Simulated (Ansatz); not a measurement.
in.yaml

```yaml
crystal:
  periodic: [false, false, false]
  atoms:
    - {symbol: Ge, position_ang: [0.000000, 0.000000, 0.000000]}
    - {symbol: B, position_ang: [0.000000, 0.000000, 1.977400]}
basis:
  gaussian: {orbitals: aug-cc-pVDZ}
magnetization: {spin_polarized: true, initial_magnetization: 1}
correlation: {method: ccsd_t, electrons: outside_noble_gas}
output: {forces: true}
```

```sh
$ ansatz run in.yaml --threads 1 --pin off --events-out ev --progress --plain --max-ram 3956MiB --backend cpu
```

Log:

```
640 factors; integrals over basis functions are off by at most 8.5e-4 eV
mean field evaluation 1: about -57138.4849 eV, gradient 4.2e0 eV
mean field evaluation 2: about -57138.4910 eV, gradient 4.2e0 eV
mean field evaluation 4: about -57138.8092 eV, gradient 1.1e0 eV
mean field evaluation 8: about -57138.8519 eV, gradient 1.5e-1 eV
mean field evaluation 16: about -57139.6418 eV, gradient 1.1e0 eV
mean field evaluation 32: about -57139.5515 eV, gradient 5.6e-1 eV
mean field evaluation 64: about -57138.8468 eV, gradient 4.0e-3 eV
mean field evaluation 96: about -57140.6194 eV, gradient 3.0e-1 eV
mean field evaluation 128: about -57139.4581 eV, gradient 1.8e0 eV
mean field evaluation 160: about -57140.5265 eV, gradient 8.0e-1 eV
...
cycle   1  -3.64576463 eV  change    1.2e-7 eV  update   3.5e-6
cycle   2  -3.64576437 eV  change    2.5e-7 eV  update   2.6e-6
cycle   3  -3.64576406 eV  change    3.2e-7 eV  update   1.3e-6
cycle   4  -3.64576382 eV  change    2.4e-7 eV  update   7.4e-7
cycle   5  -3.64576386 eV  change   -4.3e-8 eV  update   4.1e-7
cycle   6  -3.64576383 eV  change    2.9e-8 eV  update   2.7e-7
cycle   7  -3.64576385 eV  change   -1.7e-8 eV  update   1.8e-7
cycle   8  -3.64576379 eV  change    5.9e-8 eV  update   1.2e-7
cycle   9  -3.64576377 eV  change    2.5e-8 eV  update   8.3e-8
perturbative correction -0.22807866 eV, -0.0083817360 hartree
WARN: the results are in doubt because among natural orbitals full CI differs from the method by +0.550 eV
the calculation of the forces begins
mean field evaluation 1024: about -57140.6901 eV, gradient 3.3e-6 eV
Total energy: -57144.56391328 eV, -2100.0239898364 hartree
Atom 0 at     0.000000     0.000000     0.000000 Å, force    -0.000000    -0.000000    -0.781433 eV/Å
Atom 1 at     0.000000     0.000000     1.977400 Å, force     0.000000     0.000000     0.781433 eV/Å
Dipole moment:    -0.000000     0.000000    -0.156369 e Å
In doubt: among natural orbitals full CI differs from the method by +0.550 eV
```

Forces (eV/Å):
```
Ge   0.000  0.000 -0.781
B    0.000  0.000  0.781
```

Ran on 1 thread of AMD EPYC 7R13, shared host: 31 s wall, 0.22 GiB peak host memory.
